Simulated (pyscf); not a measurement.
Structures and frequencies: ωB97X-D3(BJ)/def2-SVP in PySCF.

Task: PBE/def2-TZVP puts the barrier of O=CH–O–Sb(OH)–OH + H₂O → HO–Sb(OH)–OH + O=CH–OH (four-centre exchange; singlet surface; O–Sb, H–O broken, O–Sb, H–O formed) at 0.41 eV and the reaction energy at +0.16 eV, from the separated reactants. What do r²SCAN/def2-TZVP, B3LYP-D3(BJ)/def2-TZVP, ωB97M-D3(BJ)/def2-TZVP give on the same structures?

Result: r²SCAN: ΔE‡ = 0.52 eV, ΔE = +0.20 eV; B3LYP-D3(BJ): ΔE‡ = 0.46 eV, ΔE = +0.19 eV; ωB97M-D3(BJ): ΔE‡ = 0.58 eV, ΔE = +0.17 eV. PBE's barrier lies under all of them, by 0.05 to 0.16 eV. Its reaction energy matches one of them and lies within 0.04 eV of the others. On the reactant side the descent ends in a complex, 0.26 eV under the separated species and 0.90 eV under the saddle at ωB97X-D3(BJ)/def2-TZVP. On the product side the descent ends in a bound adduct, 0.59 eV under the separated species and 1.00 eV under the saddle at ωB97X-D3(BJ)/def2-TZVP. One saddle was located; it need not be the lowest between these sides. Elements past Kr carry the def2 core potentials, without spin-orbit coupling.
